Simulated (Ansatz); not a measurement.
**H2O3 (trioxidane): levels of theory compared**

We compute a comparison of 6 runs (B3LYP/cc-pVTZ, CAM-B3LYP/cc-pVTZ, PBE/cc-pVTZ, SVWN5/cc-pVTZ, RPA@PBE0/cc-pVTZ, CCSD(T)/cc-pVTZ) of H2O3 (trioxidane). 

The results are computed with Ansatz 0.2.0.

27 further runs of the same task are left out: 27 set aside as unsound or not needed.

### 1 The molecule

H2O3: 5 atoms, total charge 0, spin state singlet. As SMILES, `OOO`. The O3–H5 distance was set to 1.743 Å, away from the relaxed value. At this shape a bond of the SMILES string is far longer than usual.

Bond lengths: O1–O2 1.403 Å, O2–O3 1.403 Å, O1–H4 0.968 Å. Angles: O1–O2–O3 108.0°, O2–O1–H4 102.8°.

### 2 A single-point energy at B3LYP/cc-pVTZ (run 1)

in.yaml reads:

```yaml
crystal:
  periodic: [false, false, false]
  atoms:
    - {symbol: O, position_ang: [-1.021274, -1.379236, 0.222740]}
    - {symbol: O, position_ang: [-0.186604, -0.722846, 1.139110]}
    - {symbol: O, position_ang: [1.120136, -0.746116, 0.629950]}
    - {symbol: H, position_ang: [-1.363364, -0.651066, -0.316320]}
    - {symbol: H, position_ang: [1.239280, 0.782200, -0.199990]}
basis:
  gaussian:
    orbitals: cc-pVTZ
hamiltonian:
  xc: {name: B3LYP}
accuracy: high
output: {orbitals: {seedname: orbitals}}
```

The run is started by

```
ansatz run in.yaml --threads 1 --pin off --max-ram 3480MiB --events-out events.jsonl --progress --plain --runs-dir runs
```

Standard output:

```text
Warning: RAYON_NUM_THREADS=1 ignored (pool sized by the plan → 1); use --threads N
Functional definition: B3LYP
  name "B3LYP"
  parameter a0 = 0.2
  parameter ax = 0.72
  parameter ac = 0.81
  exchange = (1 - a0 - ax)*slater_x + ax*b88_x + a0*exact_x
  correlation = (1 - ac)*vwn_rpa_c + ac*lyp_c
2082 factors; integrals over basis functions are off by at most 3.1e-9 eV
mean field evaluation 1: about -6162.8166 eV, gradient 4.9e1 eV
mean field evaluation 2: about -6146.4530 eV, gradient 9.6e1 eV
mean field evaluation 4: about -6167.5112 eV, gradient 1.1e1 eV
mean field evaluation 8: about -6167.7037 eV, gradient 3.6e-1 eV
mean field evaluation 16: about -6167.6991 eV, gradient 8.4e-5 eV
mean field -6167.69914922 eV, -226.6587631173 hartree, gradient 3.0e-8 eV, S^2 0.000000; 0 other end points of the search recorded, 0 dependent functions left out
reference -6167.69918086 eV, -226.6587642798 hartree; 13, 13 occupied and 105, 105 virtual orbitals, 2082 factors
Total energy: -6167.69918086 eV, -226.6587642798 hartree
```

Run time: 6.3 s. Hardware: 1 thread of Arm Neoverse V1, shared host; peak memory 0.32 GiB.

### 3 A single-point energy at CAM-B3LYP/cc-pVTZ (run 2)

molecule.yaml reads:

```yaml
crystal:
  periodic: [false, false, false]
  atoms:
    - {symbol: O, position_ang: [-1.021274, -1.379236, 0.222740]}
    - {symbol: O, position_ang: [-0.186604, -0.722846, 1.139110]}
    - {symbol: O, position_ang: [1.120136, -0.746116, 0.629950]}
    - {symbol: H, position_ang: [-1.363364, -0.651066, -0.316320]}
    - {symbol: H, position_ang: [1.239280, 0.782200, -0.199990]}
basis:
  gaussian: {orbitals: cc-pVTZ}
total_charge: 0
hamiltonian: {xc: {name: CAM-B3LYP}}
accuracy: high
output: {orbitals: {seedname: orbitals}}
```

The run is started by

```
ansatz run molecule.yaml --threads 1 --pin off --max-ram 3480MiB --events-out events.jsonl --progress --plain --runs-dir runs
```

Standard output:

```text
Warning: RAYON_NUM_THREADS=1 ignored (pool sized by the plan → 1); use --threads N
Functional definition: CAM-B3LYP
  name "CAM-B3LYP"
  parameter alpha = 0.19
  parameter beta = 0.46
  parameter omega = 0.33/bohr
[... 1 set-up line as earlier in the session ...]
  exchange = (1 - alpha - beta)*b88_x + beta*b88_x_sr(omega) + alpha*exact_x + beta*exact_x_lr(omega)
  correlation = (1 - ac)*vwn5_c + ac*lyp_c
2082 factors; integrals over basis functions are off by at most 3.1e-9 eV
284 factors; integrals over basis functions are off by at most 1.8e-9 eV
mean field evaluation 1: about -6161.3663 eV, gradient 4.5e1 eV
mean field evaluation 2: about -6155.5250 eV, gradient 7.3e1 eV
mean field evaluation 4: about -6165.4257 eV, gradient 5.7e0 eV
mean field evaluation 8: about -6165.4724 eV, gradient 1.7e-1 eV
mean field evaluation 16: about -6165.4725 eV, gradient 1.4e-4 eV
mean field -6165.47252990 eV, -226.5769363664 hartree, gradient 9.5e-8 eV, S^2 0.000000; 0 other end points of the search recorded, 0 dependent functions left out
reference -6165.47254533 eV, -226.5769369336 hartree; 13, 13 occupied and 105, 105 virtual orbitals, 2082 factors
Total energy: -6165.47254533 eV, -226.5769369336 hartree
```

Run time: 6.9 s. Hardware: 1 thread of Arm Neoverse V1, shared host; peak memory 0.35 GiB.

Runs 3 to 5 aren't shown in full; the table further down has their settings and results.

### 4 The energy at CCSD(T)/cc-pVTZ (run 6)

run.yaml reads:

```yaml
crystal:
  periodic: [false, false, false]
  atoms:
    - {symbol: O, position_ang: [-1.021274, -1.379236, 0.222740]}
    - {symbol: O, position_ang: [-0.186604, -0.722846, 1.139110]}
    - {symbol: O, position_ang: [1.120136, -0.746116, 0.629950]}
    - {symbol: H, position_ang: [-1.363364, -0.651066, -0.316320]}
    - {symbol: H, position_ang: [1.239280, 0.782200, -0.199990]}
basis:
  gaussian:
    orbitals: cc-pVTZ
accuracy: high
scf:
  omitted_lower_state_checks: [cluster_reference, increment]
correlation:
  method: ccsd_t
  frozen_orbitals: {H: 0, O: 1}
```

The run is started by

```
ansatz run run.yaml --threads 1 --pin off --max-ram 3480MiB --events-out events.jsonl --progress --plain --runs-dir runs
```

Standard output:

```text
Warning: RAYON_NUM_THREADS=1 ignored (pool sized by the plan → 1); use --threads N
[... 12 lines left out ...]
3 core orbitals not correlated: weight in the atoms' cores, before any rotation towards them, 1.000 or more for the frozen orbitals, at most 0.000 for the correlated occupied ones
[... 33 lines left out ...]
Total energy: -6157.56785114 eV, -226.2864447799 hartree
Checks for a lower state left out: cluster_reference, increment
```

It took 59 s on 1 thread of Arm Neoverse V1, shared host; peak memory 1.1 GiB.

### 5 The series

```tsv
run	level	frozen core orbitals	energy (Eh)	HOMO energy (eV)	LUMO energy (eV)	HOMO–LUMO gap (eV)	wall time
1	B3LYP/cc-pVTZ	–	-226.658764	-8.09	-4.06	4.03	6.3 s
2	CAM-B3LYP/cc-pVTZ	–	-226.576937	-9.65	-2.70	6.94	6.9 s
3	PBE/cc-pVTZ	–	-226.455343	-6.84	-4.52	2.32	5.4 s
4	SVWN5/cc-pVTZ	–	-225.080278	-6.93	-4.64	2.30	3.9 s
5	RPA@PBE0/cc-pVTZ	3	-226.510127	–	–	–	16 s
6	CCSD(T)/cc-pVTZ	3	-226.286445	–	–	–	59 s
```

### 6 Summary of results

| quantity | value |
| --- | --- |
| run 6: total energy | -226.28644 Eh |
| run 6: correlation energy (3 core orbitals frozen) | -826.3 mEh |
| run 6: (T) correction | -40.41 mEh |
| run 6: T1 diagnostic | 0.024 |

In words: Over runs 1, 2, 3, 4 the HOMO–LUMO gap runs from 2.30 eV (SVWN5/cc-pVTZ) to 6.94 eV (CAM-B3LYP/cc-pVTZ). Totals of different functionals can't be ranked against each other. In runs 5, 6 the log says that unrestricted orbitals would lower the reference, so the values rest on an unstable closed-shell determinant (other closed-shell runs at this shape may share the fault). In runs 1, 2, 3, 4, 5, 6 a closed-shell determinant meets a far-stretched bond, which it describes badly. All runs together took 97 s, the longest 59 s.
